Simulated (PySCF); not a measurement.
# Which is lower?

The two ends of one reaction step of Si₂H₆O, closed shell (PBE0-D4/def2-TZVP).

A:

| atom | x (Å) | y (Å) | z (Å) |
| --- | --- | --- | --- |
| Si1 | -1.0488 | -0.0248 | -0.5730 |
| H2 | -0.1036 | -1.9732 | 1.3406 |
| O3 | -1.2161 | -0.7840 | -1.8807 |
| H4 | -0.2092 | -2.3291 | 0.6897 |
| H5 | -2.1504 | 0.0815 | 0.4330 |
| Si6 | 0.9090 | 1.1368 | 0.0058 |
| H7 | 0.6956 | 2.5817 | -0.2739 |
| H8 | 1.1569 | 0.9607 | 1.4618 |
| H9 | 2.0493 | 0.6180 | -0.7861 |

B:

Si1  (-0.508, -0.654, 0.347)
H2  (-0.079, -1.229, 1.656)
O3  (-0.196, -1.699, -0.896)
H4  (-0.600, -2.567, -0.860)
H5  (-1.969, -0.373, 0.463)
Si6  (0.671, 1.315, -0.103)
H7  (0.221, 1.922, -1.385)
H8  (0.419, 2.286, 0.997)
H9  (2.132, 1.050, -0.180)
(Å)

Computed with PySCF 2.14 with density fitting (its default auxiliary sets; JK sets also for MP2 and CCSD(T)) (basis: def2-TZVPP); correlated methods freeze the cores. B3LYP uses VWN-RPA correlation.

(1) Which structure is lower at CCSD(T), and by how much? (To be estimated.)

No T1 diagnostic of these runs exceeds 0.020.

Results:

(1) Computed: B, by 194.1 kJ/mol (electronic energy, against the other). By their contacts, A is a complex of Si₂H₄O ([O][SiH][SiH3]) + H₂ and B is Si₂H₆O ([OH][SiH2][SiH3]).

All methods give the same order:

| method | E(B) − E(A) (kJ/mol) |
| --- | --- |
| SPW92 | -203.0 |
| PBE-D4 | -175.3 |
| r2SCAN-D4 | -190.8 |
| PBE0-D4 | -203.5 |
| B3LYP-D4 | -184.4 |
| BHLYP-D4 | -213.2 |
| wB97M-V | -196.7 |
| HF | -232.8 |
| MP2 | -187.5 |
| CCSD | -204.7 |
| CCSD(T) | -194.1 |

Labels in which every atom is bracketed show which atoms are joined, not bond orders.

For scale, one of the runs: CCSD(T)/def2-TZVPP, 199 basis functions, launched by `OMP_NUM_THREADS=4 python run.py`. Hardware: 4 CPU threads of an Intel Xeon 6975P-C, shared host. Wall time 120 s; peak host memory 2.1 GiB.
